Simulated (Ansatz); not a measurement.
# Relative stability

Two relaxed structures of SiH₅S₂ (charge +1), closed shell (PBE0-D4/def2-TZVP; forces vanish, vibrations not checked).

A:

Si1  (0.253, 0.370, 1.426)
S2  (-0.725, 0.992, -0.463)
S3  (0.960, -1.503, 0.277)
H4  (-1.881, 0.564, -1.125)
H5  (-0.234, 1.516, -1.664)
H6  (-1.250, 2.152, -0.016)
H7  (2.282, -1.590, 0.544)
H8  (0.639, -2.541, 1.081)
(Å)

B:

Si1  (-0.851, 1.156, -0.555)
S2  (0.242, 0.225, 1.141)
S3  (0.910, -1.463, 0.198)
H4  (-1.919, 0.217, -0.950)
H5  (0.139, 1.405, -1.622)
H6  (-1.317, 2.365, 0.153)
H7  (2.221, -1.475, 0.547)
H8  (0.574, -2.430, 1.088)
(Å)

Computed with Ansatz 0.2.0 (basis: def2-TZVPP); correlated methods freeze the cores. B3LYP uses VWN-RPA correlation.

Q: Which structure is lower at CCSD(T), and by how much? (An estimate is asked for; the value comes from the calculation.)

A: By the calculation: B, by 342.0 kJ/mol (electronic energy, against the other). By their contacts, A is SiH₅S₂ ([SH2][Si][SH3]), total charge +1 and B is SiH₅S₂ ([SiH3][S][SH2]), total charge +1.

All methods give the same order:

```csv
method,E(B) − E(A) (kJ/mol)
PBE-D4,-285.5
r2SCAN-D4,-317.2
PBE0-D4,-316.8
B3LYP-D4,-323.4
wB97M-V,-342.2
HF,-425.3
MP2,-347.4
CCSD,-357.3
CCSD(T),-342.0
```

No T1 diagnostic of these runs exceeds 0.018. The restricted Hartree–Fock reference is unstable towards an unrestricted one at one or more of these structures.

Labels in which every atom is bracketed show which atoms are joined, not bond orders.

For scale, one of the runs: CCSD(T)/def2-TZVPP, 196 basis functions, launched by `ansatz run in.yaml --threads 2 --pin off --events-out ev --progress --plain --max-ram 4352MiB`. Time: 36 s of wall clock on 2 CPU threads of an Arm Neoverse V2; the host was shared. Peak host memory: 2 GiB.
